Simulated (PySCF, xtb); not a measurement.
Na2, SMILES [Na][Na].

GFN2-xTB (xtb) at its own geometry gives an orbital gap of 2.41 eV and a dipole moment of 0.00 D.

Geometry optimised at B3LYP-D3(BJ)/def2-TZVPD.

What does B3LYP/def2-TZVPD (PySCF) give? (Estimate from the structure and the level; the computed values follow.)

gap 2.05 eV (levels -3.56 and -1.51 eV), dipole 0.00 D.
